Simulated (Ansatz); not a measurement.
Calculated with Ansatz (gas phase, PBE0-D4/def2-TZVP geometries, no zero-point term in ΔE). CCSD(T)/CBS is the MP2 limit (def2-TZVPP, def2-QZVPP) plus CCSD(T) − MP2 in def2-TZVPP, frozen cores. This one scheme is used for every species. DFT in def2-TZVPP. HSE06 is defined as in plane-wave codes. Each species was taken in one conformer, which may not be the lowest.

Reaction (formal exchange of groups at a C–F bond): `CC(C)CF` + CH₃SH → `CC(C)CCS` + H–F

Problem. Is it downhill or uphill in electronic energy at CCSD(T)/CBS, and by how much? (An estimate is asked.)

Solution. Ansatz gave: Downhill: ΔE = -11.4 kcal/mol.

Problem. What do these levels give: BLYP-D4, B97M-V, r2SCAN0-D4, HSE06, MP2/def2-SVP, SCS-MP2/def2-TZVPP? (An estimate is asked.)

Solution. The calculation gave: BLYP-D4 -6.9, B97M-V -6.9, r2SCAN0-D4 -8.5, HSE06 -7.3, MP2/def2-SVP -10.8, SCS-MP2/def2-TZVPP -10.4 kcal/mol.

Largest T1 diagnostic among the species: 0.009.

The D4 term adds −3.7 kcal/mol with B3LYP and −2.2 kcal/mol with PBE0; it sums over pairs of atoms, weighted by their polarisabilities, and B3LYP, whose exchange is more repulsive, gets the larger term. At CCSD(T), def2-SVP lies +3.2 kcal/mol from the extrapolated value and def2-TZVPP +1.0 kcal/mol.

B3LYP here is the variant with VWN-RPA as its local correlation; programs differ in this.
